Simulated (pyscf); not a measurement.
**Routes from H₃C–SiH₂–Cl + hydrogen (H₂)**

Candidate steps break at most two bonds and form at most two. Each was searched with GFN2-xTB (tblite) first. PySCF, gas phase, ωB97X-D3(BJ)/def2-SVP geometries. Energies: ωB97M-D3(BJ)/def2-TZVP, kcal/mol, from the separated reactants, singlet surface; ΔG‡ with ideal gas, 1 atm, RRHO with modes under 100 cm⁻¹ raised to 100, one conformer, R ln 2 for chiral ones without a mode under 150 cm⁻¹.

```json
[
 {"products": "H₃C–SiH₃ + HCl", "type": "four-centre exchange", "ΔE‡": "53.4", "ΔE": "+19.5", "ΔG‡ 298 K": "62.5", "ΔG‡ 900 K": "80.1", "ν‡ (cm⁻¹)": "923i"},
 {"products": "H₃C–SiH₂–Cl + H₂", "type": "four-centre exchange", "ΔE‡": "59.9", "ΔE": "0.0", "ΔG‡ 298 K": "69.2", "ΔG‡ 900 K": "87.3", "ν‡ (cm⁻¹)": "1428i"},
 {"products": "CH₄ + H₃Si–Cl", "type": "four-centre exchange", "ΔE‡": "68.5", "ΔE": "-4.4", "ΔG‡ 298 K": "77.8", "ΔG‡ 900 K": "95.5", "ν‡ (cm⁻¹)": "1464i"}
]
```

Plain bond fissions and candidates not yet searched are not listed, and one of them may be faster. Each barrier is that of the saddle found; lower ones may exist.
